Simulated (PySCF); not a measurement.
Predicted microwave data (PySCF, PBE0-D3(BJ)/def2-SVP geometry optimisation, gas phase) for one isomer of C3H3NO2:

* Rotational constants: A = 9922, B = 2345, C = 1923 MHz
* Dipole components: |μa| = 2.20 D, |μb| = 0.47 D, |μc| = 0.30 D
* Inertial defect: -3.60 u·Å²
* κ: -0.89

Question: Which candidate fits, each taken in the one conformer that was computed?
A. `[N:1]#[C:2][CH2:3][O:4][CH:5]=[O:6]` with C2–C3–O4–C5 105°, C3–O4–C5–O6 1° (cyanomethyl formate)
B. `[N:1]#[C:2][CH2:3][C:4](=[O:5])[OH:6]` with C2–C3–C4–O5 173°, C3–C4–O6–H -179° (cyanoacetic acid)
C. `[O:1]=[CH:2][O:3][C@@H:4]1[CH:5]=[N:6]1` with O1–C2–O3–C4 -2°, C2–O3–C4–C5 -21°

Answer: B. It is N#CCC(=O)O, an asymmetric top. The candidates at the same level (rigid rotor, commonest isotopes):

```tsv
SMILES	A (MHz)	B (MHz)	C (MHz)	μa (D)	μb (D)	μc (D)	Δ (u·Å²)	point group	rotor
N#CCC(=O)O	9922	2345	1923	2.20	0.47	0.30	-3.60	near Cs	asymmetric top
N#CCOC=O	9740	2133	1991	1.97	2.42	1.05	-35.06	C1	near-prolate asymmetric top
O=CO[C@@H]1C=N1	8248	3507	2739	0.21	0.30	1.55	-20.86	C1	asymmetric top
```

`O=CO[C@@H]1C=N1` has B 50 % too high; `N#CCOC=O` has B 9 % too low. No structure here is proved a minimum.
